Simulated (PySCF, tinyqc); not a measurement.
Inside a calculation. Method: coupled-perturbed Hartree-Fock on RHF in the sto-3g basis, for BH, spin multiplicity 1. The lowest restricted solution is unstable here: a spin-polarised one lies 0.0049 hartree lower (PySCF). One step of it, computed by the program tinyqc.

Task: Response to a field: uncoupled start. Field along y; U_ai = -mu_ai / (e_a - e_i), alpha = -4 sum U_ai mu_ai.

orbital energies (hartree): [-7.379700, -0.470213, -0.235777, 0.249404, 0.249404, 0.382202]

dipole integrals <a|y|i> (bohr), order a4, a5, a6:
```
[[0.117910, 0.873602, -0.381751],
 [0.002242, 0.016614, -0.007260],
 [0.000000, 0.000000, 0.000000]]
```

Give: uncoupled U; uncoupled polarisability.

Result:

uncoupled U, order a4, a5, a6:
```
[[-0.015, -1.214, 0.787],
 [0.000, -0.023, 0.015],
 [0.000, 0.000, 0.000]]
```

uncoupled polarisability = 5.453 bohr^3
